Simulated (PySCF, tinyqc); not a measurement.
Inside a calculation. Method: CIS and TDHF on RHF in the sto-3g basis, frozen core, for BH, spin multiplicity 1. The lowest restricted solution is unstable here: a spin-polarised one lies 0.0088 hartree lower (PySCF). Computed by tinyqc, a small Python program that keeps every step (integrals from PySCF). Settings: charge = 0, multiplicity = 1, basis = sto-3g, method = RHF, frozen orbitals = 1, energy threshold = 1e-10, iteration cap = 51, orthogonalisation = canonical, start = core, DIIS depth = 6, TDHF = 1. Command: `OMP_NUM_THREADS=1 python tinyqc.py 31506 31507 out.jsonl` (the two numbers bound the seeds that draw the settings). One thread of a shared host (Intel(R) Xeon(R) Processor @ 2.60GHz), about 0.06 s of CPU time with the checks. The early iterations of the SCF are left out here.

## One-electron integrals

Geometry (angstrom):
```
atom,x,y,z
B,0.0000,0.0000,0.0000
H,0.0000,0.0000,1.8290
```

Basis sto-3g: exponents (1/bohr^2) and contraction coefficients of normalised primitives:
```
element,l (shell),exponent,coefficient
B,s (1),48.7911,0.1543
B,s (1),8.8874,0.5353
B,s (1),2.4053,0.4446
B,s (2),2.2370,-0.1000
B,s (2),0.5198,0.3995
B,s (2),0.1691,0.7001
B,p (3),2.2370,0.1559
B,p (3),0.5198,0.6077
B,p (3),0.1691,0.3920
H,s (1),3.4253,0.1543
H,s (1),0.6239,0.5353
H,s (1),0.1689,0.4446
```

Overlap, kinetic and nuclear-attraction integrals over the contracted functions; the nuclear repulsion is the sum of Za Zb / Rab.

nuclear repulsion = 1.446630 hartree

overlap S:
```
,1B 1s,1B 2s,1B 2px,1B 2py,1B 2pz,2H 1s
1B 1s,1.0000,0.2693,0.0000,0.0000,0.0000,0.0160
1B 2s,0.2693,1.0000,0.0000,0.0000,0.0000,0.2102
1B 2px,0.0000,0.0000,1.0000,0.0000,0.0000,0.0000
1B 2py,0.0000,0.0000,0.0000,1.0000,0.0000,0.0000
1B 2pz,0.0000,0.0000,0.0000,0.0000,1.0000,0.2593
2H 1s,0.0160,0.2102,0.0000,0.0000,0.2593,1.0000
```

kinetic energy T (hartree):
```
,1B 1s,1B 2s,1B 2px,1B 2py,1B 2pz,2H 1s
1B 1s,10.8263,-0.0480,0.0000,0.0000,0.0000,-0.0047
1B 2s,-0.0480,0.3592,0.0000,0.0000,0.0000,-0.0002
1B 2px,0.0000,0.0000,1.1239,0.0000,0.0000,0.0000
1B 2py,0.0000,0.0000,0.0000,1.1239,0.0000,0.0000
1B 2pz,0.0000,0.0000,0.0000,0.0000,1.1239,0.0370
2H 1s,-0.0047,-0.0002,0.0000,0.0000,0.0370,0.7600
```

nuclear attraction V (hartree):
```
,1B 1s,1B 2s,1B 2px,1B 2py,1B 2pz,2H 1s
1B 1s,-23.4367,-3.2173,0.0000,0.0000,-0.0079,-0.1923
1B 2s,-3.2173,-4.0603,0.0000,0.0000,-0.0792,-0.6400
1B 2px,0.0000,0.0000,-4.0146,0.0000,0.0000,0.0000
1B 2py,0.0000,0.0000,0.0000,-4.0146,0.0000,0.0000
1B 2pz,-0.0079,-0.0792,0.0000,0.0000,-4.0606,-0.7359
2H 1s,-0.1923,-0.6400,0.0000,0.0000,-0.7359,-2.6719
```

core Hamiltonian H = T + V (hartree):
```
,1B 1s,1B 2s,1B 2px,1B 2py,1B 2pz,2H 1s
1B 1s,-12.6104,-3.2653,0.0000,0.0000,-0.0079,-0.1971
1B 2s,-3.2653,-3.7011,0.0000,0.0000,-0.0792,-0.6401
1B 2px,0.0000,0.0000,-2.8907,0.0000,0.0000,0.0000
1B 2py,0.0000,0.0000,0.0000,-2.8907,0.0000,0.0000
1B 2pz,-0.0079,-0.0792,0.0000,0.0000,-2.9367,-0.6989
2H 1s,-0.1971,-0.6401,0.0000,0.0000,-0.6989,-1.9119
```

## Two-electron integrals

Functions are numbered as in S; the eight-fold symmetry (ij|kl) = (ji|kl) = (kl|ij) leaves the list below.

Two-electron integrals (ij|kl) in chemists' order, unique and non-zero (hartree):
```
i,j,k,l,(ij|kl)
1,1,1,1,2.9235
2,1,1,1,0.5184
2,1,2,1,0.1093
2,2,1,1,0.7442
2,2,2,1,0.1932
2,2,2,2,0.5448
3,1,3,1,0.0203
3,2,3,1,0.0300
3,2,3,2,0.1203
3,3,1,1,0.7425
3,3,2,1,0.1932
3,3,2,2,0.5447
3,3,3,3,0.5868
4,1,4,1,0.0203
4,2,4,1,0.0300
4,2,4,2,0.1203
4,3,4,3,0.0316
4,4,1,1,0.7425
4,4,2,1,0.1932
4,4,2,2,0.5447
4,4,3,3,0.5235
4,4,4,4,0.5868
5,1,5,1,0.0203
5,2,5,1,0.0300
5,2,5,2,0.1203
5,3,5,3,0.0316
5,4,5,4,0.0316
5,5,1,1,0.7425
5,5,2,1,0.1932
5,5,2,2,0.5447
5,5,3,3,0.5235
5,5,4,4,0.5235
5,5,5,5,0.5868
6,1,1,1,0.0307
6,1,2,1,0.0064
6,1,2,2,0.0114
6,1,3,3,0.0114
6,1,4,4,0.0114
6,1,5,1,4.62e-04
6,1,5,2,0.0009
6,1,5,5,0.0115
6,1,6,1,3.92e-04
6,2,1,1,0.1014
6,2,2,1,0.0269
6,2,2,2,0.0874
6,2,3,3,0.0847
6,2,4,4,0.0847
6,2,5,1,0.0029
6,2,5,2,0.0200
6,2,5,5,0.0926
6,2,6,1,0.0017
6,2,6,2,0.0231
6,3,3,1,0.0022
6,3,3,2,0.0114
6,3,5,3,0.0034
6,3,6,3,0.0020
6,4,4,1,0.0022
6,4,4,2,0.0114
6,4,5,4,0.0034
6,4,6,4,0.0020
6,5,1,1,0.1092
6,5,2,1,0.0292
6,5,2,2,0.0998
6,5,3,3,0.0950
6,5,4,4,0.0950
6,5,5,1,0.0047
6,5,5,2,0.0311
6,5,5,5,0.1094
6,5,6,1,0.0019
6,5,6,2,0.0304
6,5,6,5,0.0412
6,6,1,1,0.2890
6,6,2,1,0.0778
6,6,2,2,0.2858
6,6,3,3,0.2725
6,6,4,4,0.2725
6,6,5,1,0.0078
6,6,5,2,0.0748
6,6,5,5,0.3120
6,6,6,1,0.0049
6,6,6,2,0.1081
6,6,6,5,0.1528
6,6,6,6,0.7746
```

## Orthogonalisation

S = U s U^T; canonical form X = U s^(-1/2), so that X^T S X = 1. Each column of U has its largest component positive (the first on a tie).

eigenvalues of S: 0.6178  0.8131  1.0000  1.0000  1.1718  1.3973

X:
```
,1,2,3,4,5,6
1B 1s,-0.5043,0.6554,0.0000,0.0000,-0.5175,0.3587
1B 2s,0.7593,-0.4275,0.0000,0.0000,-0.3524,0.5002
1B 2px,0.0000,0.0000,0.9998,-0.0208,0.0000,0.0000
1B 2py,0.0000,0.0000,0.0208,0.9998,0.0000,0.0000
1B 2pz,0.4983,0.6375,0.0000,0.0000,0.5662,0.3171
2H 1s,-0.7345,-0.4596,0.0000,0.0000,0.3752,0.4860
```

Within a degenerate level the vectors are fixed only up to a rotation; this is one choice.

## Iteration 8 (converged): orbitals

converged F (hartree):
```
,1B 1s,1B 2s,1B 2px,1B 2py,1B 2pz,2H 1s
1B 1s,-7.3813,-2.1518,0.0000,0.0000,-0.0150,-0.1339
1B 2s,-2.1518,-1.0223,0.0000,0.0000,0.0143,-0.2370
1B 2px,0.0000,0.0000,0.2453,0.0000,0.0000,0.0000
1B 2py,0.0000,0.0000,0.0000,0.2453,0.0000,0.0000
1B 2pz,-0.0150,0.0143,0.0000,0.0000,0.0167,-0.2690
2H 1s,-0.1339,-0.2370,0.0000,0.0000,-0.2690,-0.1521
```

Diagonalise F' = X^T F X, C = X C', fill 3 alpha and 3 beta electrons from the bottom; D = 2 C_occ C_occ^T. Each column has its largest component positive (the first on a tie).

F' = X^T F X (hartree):
```
,1,2,3,4,5,6
1,-0.5163,1.4238,0.0000,0.0000,-1.2242,1.0325
2,1.4238,-2.0521,0.0000,0.0000,2.3360,-1.8195
3,0.0000,0.0000,0.2453,0.0000,0.0000,0.0000
4,0.0000,0.0000,0.0000,0.2453,0.0000,0.0000
5,-1.2242,2.3360,0.0000,0.0000,-2.9015,2.2623
6,1.0325,-1.8195,0.0000,0.0000,2.2623,-2.2554
```

orbital energies (hartree): MO1 -7.3855, MO2 -0.4640, MO3 -0.2291, MO4 0.2453, MO5 0.2453, MO6 0.3532

coefficients C:
```
,MO1,MO2,MO3,MO4,MO5,MO6
1B 1s,0.9927,-0.2709,0.1231,0.0000,0.0000,-0.0796
1B 2s,0.0260,0.9036,-0.4647,0.0000,0.0000,0.3171
1B 2px,0.0000,0.0000,0.0000,0.9943,-0.1063,0.0000
1B 2py,0.0000,0.0000,0.0000,0.1063,0.9943,0.0000
1B 2pz,0.0027,0.0653,0.5749,0.0000,0.0000,0.8608
2H 1s,-0.0032,0.3254,0.6337,0.0000,0.0000,-0.7875
```

D after iteration 8:
```
,1B 1s,1B 2s,1B 2px,1B 2py,1B 2pz,2H 1s
1B 1s,2.1481,-0.5522,0.0000,0.0000,0.1114,-0.0267
1B 2s,-0.5522,2.0664,0.0000,0.0000,-0.4162,-0.0011
1B 2px,0.0000,0.0000,0.0000,0.0000,0.0000,0.0000
1B 2py,0.0000,0.0000,0.0000,0.0000,0.0000,0.0000
1B 2pz,0.1114,-0.4162,0.0000,0.0000,0.6696,0.7711
2H 1s,-0.0267,-0.0011,0.0000,0.0000,0.7711,1.0149
```

Within a degenerate level the vectors are fixed only up to a rotation; this is one choice.

## Convergence

Stop when the energy changes by less than 1e-10 hartree and every element of the error matrix X^T (F D S - S D F) X is below 3e-06.

Course of the cycle:
```
iteration,E (hartree),change,largest element of the error matrix
1,-24.031043,-,2.92e-01
2,-24.553630,-5.23e-01,2.20e-01
3,-24.643274,-8.96e-02,6.71e-02
4,-24.651033,-7.76e-03,4.41e-03
5,-24.651061,-2.76e-05,1.12e-03
6,-24.651063,-1.97e-06,5.90e-05
7,-24.651063,-6.12e-09,1.52e-06
8,-24.651063,-4.07e-12,1.10e-08
```

PySCF RHF in the same basis = -24.651063 hartree

Converged in 8 iterations.

## Integrals over molecular orbitals

(pq|rs) = sum C_ip C_jq C_kr C_ls (ij|kl), one index at a time.

one-electron integrals over orbitals h = C^T H C (hartree):
```
,1,2,3,4,5,6
1,-12.5979,0.3304,-0.1413,0.0000,0.0000,0.0955
2,0.3304,-2.9443,0.2549,0.0000,0.0000,-0.3610
3,-0.1413,0.2549,-2.4769,0.0000,0.0000,-0.4604
4,0.0000,0.0000,0.0000,-2.8907,0.0000,0.0000
5,0.0000,0.0000,0.0000,0.0000,-2.8907,0.0000
6,0.0955,-0.3610,-0.4604,0.0000,0.0000,-2.4488
```

Two-electron integrals over orbitals (pq|rs), unique and non-zero (hartree); the lowest 1 orbital is frozen and left out:
```
p,q,r,s,(pq|rs)
2,2,2,2,0.4721
3,2,2,2,-0.0117
3,2,3,2,0.1152
3,3,2,2,0.4251
3,3,3,2,0.0077
3,3,3,3,0.4671
4,2,4,2,0.0919
4,3,4,2,-0.0372
4,3,4,3,0.0303
4,4,2,2,0.4876
4,4,3,2,-0.0759
4,4,3,3,0.4103
4,4,4,4,0.5868
5,2,5,2,0.0919
5,3,5,2,-0.0372
5,3,5,3,0.0303
5,4,5,4,0.0316
5,5,2,2,0.4876
5,5,3,2,-0.0759
5,5,3,3,0.4103
5,5,4,4,0.5235
5,5,5,5,0.5868
6,2,2,2,0.0564
6,2,3,2,-0.0054
6,2,3,3,-0.0269
6,2,4,4,0.0735
6,2,5,5,0.0735
6,2,6,2,0.0863
6,3,2,2,0.0471
6,3,3,2,-0.1116
6,3,3,3,-0.0091
6,3,4,4,0.1054
6,3,5,5,0.1054
6,3,6,2,0.0540
6,3,6,3,0.1549
6,4,4,2,0.0257
6,4,4,3,0.0055
6,4,6,4,0.0253
6,5,5,2,0.0257
6,5,5,3,0.0055
6,5,6,5,0.0253
6,6,2,2,0.4643
6,6,3,2,0.0489
6,6,3,3,0.4655
6,6,4,4,0.4370
6,6,5,5,0.4370
6,6,6,2,0.0247
6,6,6,3,-0.0223
6,6,6,6,0.5242
```

## CIS matrix, singlets

A(ia,jb) = (e_a - e_i) d_ij d_ab + 2 (ia|jb) - (ij|ab).

CIS matrix A, singlet (hartree):
```
,2>4,2>5,2>6,3>4,3>5,3>6
2>4,0.4055,0.0000,0.0000,0.0015,0.0000,0.0000
2>5,0.0000,0.4055,0.0000,0.0000,0.0015,0.0000
2>6,0.0000,0.0000,0.5255,0.0000,0.0000,0.0590
3>4,0.0015,0.0000,0.0000,0.1246,0.0000,0.0000
3>5,0.0000,0.0015,0.0000,0.0000,0.1246,0.0000
3>6,0.0000,0.0000,0.0590,0.0000,0.0000,0.4267
```

## CIS singlet states

dipole integrals <i|r|a> (bohr):
```
,x,y,z
2>4,0.8883,0.0950,0.0000
2>5,-0.0950,0.8883,0.0000
2>6,0.0000,0.0000,-0.2407
3>4,-0.3367,-0.0360,0.0000
3>5,0.0360,-0.3367,0.0000
3>6,0.0000,0.0000,-1.6413
```

Diagonalise A (1 hartree = 27.211386 eV); each vector has its largest component positive (the first on a tie). The transition dipole is mu = sqrt2 sum c_ia <i|r|a>.

singlet excitation energies (eV): 3.3901  3.3901  10.8604  11.0350  11.0350  15.0495

lowest vectors:
```
,state 1,state 2,state 3,state 4,state 5,state 6
2>4,-0.0048,0.0026,0.0000,0.9901,-0.1406,0.0000
2>5,-0.0026,-0.0048,0.0000,0.1406,0.9901,0.0000
2>6,0.0000,0.0000,-0.4231,0.0000,0.0000,0.9061
3>4,0.8756,-0.4829,0.0000,0.0054,-0.0008,0.0000
3>5,0.4829,0.8756,0.0000,0.0008,0.0054,0.0000
3>6,0.0000,0.0000,0.9061,0.0000,0.0000,0.4231
```

oscillator strengths 2/3 w |mu|^2: 0.0196  0.0196  1.0213  0.4297  0.4297  0.6140

Within a degenerate level the vectors are fixed only up to a rotation; this is one choice.

## TDHF (RPA) singlet states

B(ia,jb) = 2 (ia|jb) - (ib|ja); the squared energies are the eigenvalues of (A - B)(A + B); 1 hartree = 27.211386 eV.

TDHF matrix B, singlet (hartree):
```
,2>4,2>5,2>6,3>4,3>5,3>6
2>4,0.0919,0.0000,0.0000,-0.0372,0.0000,0.0000
2>5,0.0000,0.0919,0.0000,0.0000,-0.0372,0.0000
2>6,0.0000,0.0000,0.0863,0.0000,0.0000,0.0540
3>4,-0.0372,0.0000,0.0000,0.0303,0.0000,0.0000
3>5,0.0000,-0.0372,0.0000,0.0000,0.0303,0.0000
3>6,0.0000,0.0000,0.0540,0.0000,0.0000,0.1549
```

squared energies w^2 (hartree^2): 0.0138  0.0138  0.1444  0.1540  0.1540  0.2835

TDHF energies from the positive w^2 (eV): 3.1981  3.1981  10.3400  10.6798  10.6798  14.4884

## CIS matrix, triplets

A(ia,jb) = (e_a - e_i) d_ij d_ab - (ij|ab).

CIS matrix A, triplet (hartree):
```
,2>4,2>5,2>6,3>4,3>5,3>6
2>4,0.2217,0.0000,0.0000,0.0759,0.0000,0.0000
2>5,0.0000,0.2217,0.0000,0.0000,0.0759,0.0000
2>6,0.0000,0.0000,0.3529,0.0000,0.0000,-0.0489
3>4,0.0759,0.0000,0.0000,0.0641,0.0000,0.0000
3>5,0.0000,0.0759,0.0000,0.0000,0.0641,0.0000
3>6,0.0000,0.0000,-0.0489,0.0000,0.0000,0.1168
```

## CIS triplet states

Diagonalise A (1 hartree = 27.211386 eV); each vector has its largest component positive (the first on a tie).

triplet excitation energies (eV): 0.9107  0.9107  2.9131  6.8673  6.8673  9.8674

lowest vectors:
```
,state 1,state 2,state 3,state 4,state 5,state 6
2>4,-0.3626,0.0917,0.0000,0.8326,-0.4084,0.0000
2>5,-0.0917,-0.3626,0.0000,0.4084,0.8326,0.0000
2>6,0.0000,0.0000,0.1952,0.0000,0.0000,0.9808
3>4,0.8991,-0.2273,0.0000,0.3358,-0.1647,0.0000
3>5,0.2273,0.8991,0.0000,0.1647,0.3358,0.0000
3>6,0.0000,0.0000,0.9808,0.0000,0.0000,-0.1952
```

Within a degenerate level the vectors are fixed only up to a rotation; this is one choice.

## TDHF (RPA) triplet states

B(ia,jb) = - (ib|ja); the squared energies are the eigenvalues of (A - B)(A + B); 1 hartree = 27.211386 eV.

TDHF matrix B, triplet (hartree):
```
,2>4,2>5,2>6,3>4,3>5,3>6
2>4,-0.0919,0.0000,0.0000,0.0372,0.0000,0.0000
2>5,0.0000,-0.0919,0.0000,0.0000,0.0372,0.0000
2>6,0.0000,0.0000,-0.0863,0.0000,0.0000,-0.0540
3>4,0.0372,0.0000,0.0000,-0.0303,0.0000,0.0000
3>5,0.0000,0.0372,0.0000,0.0000,-0.0303,0.0000
3>6,0.0000,0.0000,-0.0540,0.0000,0.0000,-0.1549
```

squared energies w^2 (hartree^2): -0.0197  -0.0042  -0.0042  0.0568  0.0568  0.1254

TDHF energies from the positive w^2 (eV): 6.4873  6.4873  9.6368

A + B or A - B has a negative eigenvalue: the restricted solution is unstable towards a spin-polarised one, a negative w^2 means an imaginary energy, and the lowest roots have no physical meaning.
